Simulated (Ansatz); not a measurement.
An input meant for Li₃H⁻ (charge -1, doublet; atoms displaced at random, 0.15 Å in each coordinate; with a point charge).

```yaml
crystal:
  periodic: [false, false, false]
  atoms:
    - {symbol: Li, position_ang: [2.278131, -0.756395, -0.550392]}
    - {symbol: Li, position_ang: [-0.498344, 0.639434, -0.854212]}
    - {symbol: Li, position_ang: [0.088615, -0.294174, 1.470276]}
    - {symbol: H, position_ang: [-1.621574, 0.449656, 0.649372]}
basis:
  gaussian: {orbitals: 6-31G, fitting: {mean_field: def2-universal-jkfit}, point_charges: [{charge: 0.50, position_ang: [5.707, -0.487, 0.415]}]}
total_charge: -1
magnetization: {spin_polarized: true, initial_magnetization: 1}
hamiltonian: {xc: {name: BLYP}}
relax: {f_tol: 0.0001, max_steps: 1}
output: {forces: true}
```

```sh
$ ansatz run in.yaml --threads 4 --pin off --events-out ev --progress --plain --max-ram 3916MiB
```

Output, abridged:

```
Functional definition: BLYP
171 factors; integrals over basis functions are off by at most 1.1e-1 eV
mean field evaluation 1: about -629.4051 eV, gradient 5.5e0 eV
mean field evaluation 2: about -627.4182 eV, gradient 7.8e0 eV
mean field evaluation 4: about -630.3919 eV, gradient 2.5e0 eV
mean field evaluation 8: about -630.6961 eV, gradient 1.9e-1 eV
mean field evaluation 16: about -630.6996 eV, gradient 1.6e-3 eV
mean field evaluation 32: about -628.3563 eV, gradient 4.4e0 eV
mean field evaluation 64: about -630.6231 eV, gradient 6.6e-1 eV
mean field -630.69958257 eV, -23.1777821558 hartree, gradient 1.4e-5 eV, S^2 0.833690; 10 other end points of the search recorded, 0 dependent functions left out
reference -630.69985587 eV, -23.1777921996 hartree; 6, 5 occupied and 23, 24 virtual orbitals, 171 factors
relax step   1: F+E_penalty+E_count = -630.69958257 eV  Δ(F+E_penalty+E_count) = +0.000e0 eV  max|allowed force component| = 7.107e-1 eV/Å  Δτ_max = 0.0000 Å  (207 SCF iters, accepted)
Error: geometry relaxation did not converge after 1 steps: max|allowed force component| = 7.11e-1 eV/Å (threshold 1.0e-4). Raise `relax.max_steps` over both its present limit and 1, loosen `relax.f_tol`, or start from a geometry closer to equilibrium. Where this run's directory can be resumed (`checkpoint.write`), a resume goes on for up to `relax.max_steps` more
```

**Question.** Something in this input is off. What?

**Answer.** The relaxation is allowed too few steps for its threshold. The SCF steps converged, but the relaxation ran out of steps.
